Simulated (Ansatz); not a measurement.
The reference is InP in the zinc blende structure (space group F-43m, No. 216).

```xyz
2
Lattice="0.0000 2.9798 2.9798 2.9798 0.0000 2.9798 2.9798 2.9798 0.0000" Properties=species:S:1:pos:R:3 pbc="T T T"
P      4.4696     4.4696     4.4696
In     0.0000     0.0000     0.0000
```

Level of theory: PBE (Ansatz, a program for electronic structure, PAW, no SOC).

Now apply this change: full substitution P → As, then cell and atoms are relaxed.

Measured lattice parameter a: InP 5.858 Å (static lattice; corrected from measurement; as listed in Daniel Mejia-Rodriguez, S. B. Trickey, Phys. Rev. B (2018)); InAs 6.047 Å (static lattice; corrected from measurement; as listed in Daniel Mejia-Rodriguez, S. B. Trickey, Phys. Rev. B (2018)).

Q: How well does PBE reproduce the measured shift?

A: With PBE the lattice parameter a moves by +0.227 Å (5.960 → 6.186) against +0.189 Å measured.

Whether these cells are dynamically stable was not tested. All final runs are without spin polarisation.
